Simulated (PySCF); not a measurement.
How far each method lies from full CI for GaH⁻, quartet

Geometry: a point of a stretch scan, not a stationary point.

```
atom   x (Å)   y (Å)   z (Å)
  Ga  0.0000  0.0000  0.0000
   H  0.0000  0.0000  1.7310
```

Basis aug-cc-pVDZ; PySCF 2.14.0. Correlated methods freeze the noble-gas cores and the filled d shells of p-block atoms, which leaves 5 electrons in 31 orbitals. R marks a restricted (for open shells ROHF) determinant, U an unrestricted one. No spin–orbit coupling is included, and no scalar relativity.

Full CI is exact within this basis and frozen core; it isn't the basis-set limit. The frozen core follows each run's orbitals, which can shift R against U totals by a few meV for light atoms and by up to 0.1 eV past Ca.

The UHF ⟨S²⟩ is 3.760. The T1 diagnostic (ROHF- or RHF-based CCSD) is 0.0398 and the largest doubles amplitude (ROHF- or RHF-based CCSD) is 0.056.

| level | E − E(RHF) (eV) |
| --- | --- |
| RMP2 | -1.2993 |
| RCCSD | -1.7702 |
| RCCSD(T) | -1.8275 |

Problem. Estimate how far full CI in aug-cc-pVDZ lies from RCCSD(T). The table doesn't fix it; the size of (T) and the diagnostics are the guide.

Solution. Full CI in aug-cc-pVDZ lies 2.3 kJ/mol below RCCSD(T), which is 42 % of the (T) step (-5.5 kJ/mol). T1 is raised, and the rest is a large part of (T).

The other levels:

```tsv
level	E − E(full CI) (kJ/mol)	share of correlation (%)	wall time
RCCSDT	0.2	99.88	12 s
```

The correlation energy at full CI, counted from RHF, is -1.851 eV. The search over symmetries took 4.1 min on 1 thread of Intel Xeon, shared host; the state has 243,572 determinants.

Run but not shown, since their state, orbitals or frozen core can't be matched to the reference's or they repeat it: UHF, UMP2, UCCSD, UCCSD(T).

Times are those of the correlated step on a shared host, with one SCF added for the restricted CCSD run; they ran on 1 thread of Intel Xeon.

The full-CI state has the irrep A2 of C2v, in the program's axes (one component, if the state is degenerate).

Natural occupations of full CI about the gap: 1.924 0.994 0.975 0.975 0.034 0.015 0.015 0.011 0.011 0.009; effectively unpaired electrons, Σ n²(2−n)², 3.03.
